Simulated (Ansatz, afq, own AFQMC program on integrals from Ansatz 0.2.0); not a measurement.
**Where AFQMC and coupled cluster stand for AlCl, singlet**

```csv
atom,x (Å),y (Å),z (Å)
Al,0.0135,0.2131,0.0309
Cl,-0.1210,-1.9074,-0.2769
```

Basis def2-TZVP. Only valence electrons are correlated. Integrals, coupled cluster, full CI and functionals: Ansatz 0.2.0; the random walks run on the same integrals in our own AFQMC program. The CISD trial takes its coefficients from CCSD amplitudes. Released means that phaseless walkers are propagated on without the constraint, phases kept. Uncertainties: one standard error, sampling alone.

Determinant: RHF, the one that the program's search chose, which needn't be the lowest solution. The geometry is a PBE0/def2-SVP stationary point of this or a neighbouring charge and spin state.

No full CI on the walks' own integrals is used here; CCSDT(Q) serves as the reference and is uncertain by about the last step of the cluster series.

The T1 diagnostic is 0.0113, the weight of the determinant in the CISD state is 0.865 and the size of the correlated space is 10 electrons in 64 orbitals.

Reference: CCSDT(Q), correlation energy -7.538 eV. The released energy is read at 2.40 1/Eh (meV from the phaseless value at times in 1/Eh: 1 ± 4 at 0.24, -3 ± 4 at 0.51, -7 ± 4 at 0.99, 1 ± 4 at 1.62, -2 ± 4 at 2.40).

| level | E − E(reference) (mEh) | share of correlation (%) |
| --- | --- | --- |
| HF | 277.03 | 0.00 |
| MP2 | 39.45 | 85.76 |
| CCSD | 12.27 | 95.57 |
| CCSD(T) | 1.28 | 99.54 |
| CCSDT | 0.58 | 99.79 |
| ph-AFQMC/CISD | 0.13 ± 0.16 | 99.95 |
| released AFQMC | 0.04 ± 0.13 | 99.99 |

A walk keeps the symmetry of its determinant, which the program's search chose and which needn't be the lowest solution, so a lower state of the same spin and another symmetry isn't excluded. Released energies are given only where the last usable release times agree within the noise; a slower fall can still hide under it.
